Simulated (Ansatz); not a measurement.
Counterpoise correction, worked out

The pair of H$_{2}$S (SMILES S, atoms 1–3) and SiH$_{4}$ (SMILES [SiH4], atoms 4–8), both closed shells, in one local arrangement (a lower one may exist), relaxed at PBE0-D4/def2-TZVP:

```
8
angstrom
S -0.0021 -0.5293 -2.3077
H -1.0045 0.3607 -2.3598
H 0.9292 0.4345 -2.3663
Si 0.0154 -0.0573 1.3980
H -1.1151 -0.9537 1.0539
H 1.3027 -0.6761 0.9970
H 0.0246 0.1697 2.8682
H -0.1503 1.2516 0.7165
```

Ansatz 0.2.0; basis: def2-TZVPPD; cores frozen in the correlated methods.

CCSD(T) total energies in eV:

| system | geometry | basis functions | energy |
| --- | --- | --- | --- |
| pair | pair | all | -18785.96531 |
| H$_{2}$S | as in the pair | all (partner as ghosts) | -10855.53944 |
| SiH$_{4}$ | as in the pair | all (partner as ghosts) | -7930.38778 |
| H$_{2}$S | as in the pair | its own | -10855.52980 |
| SiH$_{4}$ | as in the pair | its own | -7930.38420 |
| H$_{2}$S | free (PBE0-D4 minimum) | its own | -10855.52982 |
| SiH$_{4}$ | free (PBE0-D4 minimum) | its own | -7930.38536 |

(1) Work out the interaction energy with and without the counterpoise correction, the superposition error, and the binding energy from the relaxed fragments.

No T1 diagnostic of these runs exceeds 0.011.

Results:

(1) Without correction: -18785.96531 − (-10855.52980) − (-7930.38420) = -0.05131 eV.
With correction (each fragment in the whole basis): -18785.96531 − (-10855.53944) − (-7930.38778) = -0.03809 eV = -0.88 kcal/mol.
The superposition error is the difference, 0.01322 eV, 26 % of the uncorrected value: each fragment borrows its partner's functions.
Deformation from the free shapes: 0.00002 eV for H$_{2}$S and 0.00116 eV for SiH$_{4}$.
Binding energy from relaxed fragments: -0.03809 + 0.00002 + 0.00116 = -0.03691 eV = -0.85 kcal/mol (electronic, without zero-point energy; negative means bound). For comparison, the corrected interaction energy by CCSD(T) at an estimated basis limit (MP2 extrapolated from triple and quadruple zeta, plus CCSD(T) − MP2 in triple zeta) is -0.051 eV; triple zeta with the correction binds less.

For scale, one of the runs: CCSD(T)/def2-TZVPPD, 201 basis functions, launched by `ansatz run in.yaml --threads 2 --pin off --events-out ev --progress --plain --max-ram 5222MiB`. Time: 30 s of wall clock on 2 CPU threads of an Arm Neoverse V1; the host was shared. Peak host memory: 2.2 GiB.
